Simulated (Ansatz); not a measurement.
Relaxed structures of CH4NSi (charge +1), closed shell (PBE0-D4/def2-TZVP; forces vanish, vibrations not checked; lower isomers may exist, and structures with a doubtful reference or unclear bonds are left out; Å). Ansatz 0.2.0; basis: def2-TZVPP; cores frozen in the correlated methods.

Question: Rank them by CCSD(T) energy, lowest first, and give each one's height above the lowest. Links in brackets join atoms within 1.22 times the sum of their covalent radii (1.1 for two metals). (To be estimated.)
A.
CH₄NSi ([CH2]1[NH][SiH]1), total charge +1
```
7
angstrom
C -0.6605 -0.8234 -0.3025
Si 0.1725 0.6851 -0.9083
N 0.0603 0.1710 0.6062
H -1.7428 -0.8502 -0.2075
H 0.7519 1.8079 -1.6684
H 0.1663 0.1283 1.6095
H -0.1833 -1.7936 -0.4122
```
B.
CH₄NSi ([CH]1[NH][SiH2]1), total charge +1
```
7
angstrom
C -0.7745 -0.4763 -0.3716
Si 0.4271 -0.1897 0.9800
N 0.0649 0.4422 -0.6578
H -1.5988 -0.8702 -0.9609
H 0.1644 1.0192 -1.4934
H 0.0394 0.6977 2.0816
H 1.6087 -1.0552 1.0581
```
C.
CH₄NSi ([CH]1[NH2][SiH]1), total charge +1
```
7
angstrom
C -0.7808 -0.5140 -0.3166
Si 0.1415 0.6877 -0.9613
N 0.3071 -0.1246 0.6848
H -1.5301 -1.2723 -0.1649
H 0.8639 1.7483 -1.6737
H -0.0123 0.3090 1.5492
H 1.0106 -0.8340 0.8824
```

Answer: Computed: B (0.00 kcal/mol), A (22.38 kcal/mol), C (39.70 kcal/mol). Heights count from the lowest.

No T1 diagnostic of these runs exceeds 0.019. The restricted Hartree–Fock reference is unstable towards an unrestricted one at one or more of these structures.

For scale, one of the runs: CCSD(T)/def2-TZVPP, 160 basis functions, launched by `ansatz run in.yaml --threads 2 --pin off --events-out ev --progress --plain --max-ram 4352MiB`. Hardware: 2 CPU threads of an Arm Neoverse V1, shared host. Wall time 18 s; peak host memory 1.1 GiB.
